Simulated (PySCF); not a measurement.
Species: C6H6.
Numbering: `[CH2:1]=[C:2]1[CH:3]=[CH:4][CH:5]=[CH:6]1` (hydrogens: H7, H8 on C1; H9 on C3; H10 on C4; H11 on C5; H12 on C6)

Method: PBE0/def2-SVP geometry optimisation, gas phase in PySCF 2.14.0; density fitting, grid level 1; the optimiser is geomeTRIC in internal coordinates, started from a GFN2-xTB structure.

Step 0: E = -6306.0059 eV
```
atom  x, y, z in Å  |  force x, y, z in eV/Å
C1      1.8904    0.5478   -0.4076    0.083   0.022  -0.021
C2      0.6352    0.1836   -0.1387   -0.465  -0.135   0.099
C3      0.1961   -1.0229    0.5630    0.359   0.056  -0.052
C4     -1.1454   -1.0064    0.6233   -0.170   0.082  -0.034
C5     -1.6353    0.2006   -0.0303   -0.081  -0.148   0.087
C6     -0.5881    0.9084   -0.4837    0.328   0.144  -0.095
H7      2.1133    1.4622   -0.9329    0.078   0.509  -0.291
H8      2.7309   -0.0579   -0.1104    0.431  -0.362   0.183
H9      0.8669   -1.7681    0.9473    0.343  -0.462   0.243
H10    -1.7858   -1.7444    1.0720   -0.286  -0.456   0.272
H11    -2.6770    0.4527   -0.1176   -0.557   0.206  -0.088
H12    -0.6000    1.8439   -1.0104   -0.063   0.545  -0.303
```

**Question.** Estimate the geometry and energy of step 1. (The exact step hangs on the optimiser's Hessian estimate; all steps are aligned on step 0, rigid shifts and turns removed.)

**Answer.** E = -6306.0538 eV, largest force 0.107 eV/Å
```
atom  x, y, z in Å  |  force x, y, z in eV/Å
C1      1.8986    0.5498   -0.4099    0.059   0.017  -0.012
C2      0.6337    0.1836   -0.1382    0.053   0.016  -0.010
C3      0.2028   -1.0306    0.5675    0.020  -0.047   0.025
C4     -1.1497   -1.0124    0.6269   -0.039  -0.086   0.050
C5     -1.6433    0.2032   -0.0316   -0.094   0.047  -0.020
C6     -0.5887    0.9189   -0.4886   -0.018   0.047  -0.027
H7      2.1196    1.4793   -0.9440   -0.007  -0.030   0.016
H8      2.7482   -0.0694   -0.1053   -0.028   0.019  -0.010
H9      0.8761   -1.7929    0.9619   -0.021   0.029  -0.016
H10    -1.7872   -1.7711    1.0864    0.026   0.033  -0.019
H11    -2.6979    0.4713   -0.1284    0.044  -0.012   0.005
H12    -0.6110    1.8697   -1.0227    0.006  -0.034   0.018
```

The energy changes by -0.0479 eV. The first-order estimate −F·Δx gives -0.0999 eV and the mean of the old and new forces, exact on a quadratic surface, -0.0486 eV. The step makes an angle of 33° with the force vector and moves no atom by more than 0.031 Å.

The cost below is that of the whole optimisation. On one thread, Arm Neoverse V2 (aarch64) (shared host), this took 15 s and 0.52 GiB of memory at its peak.
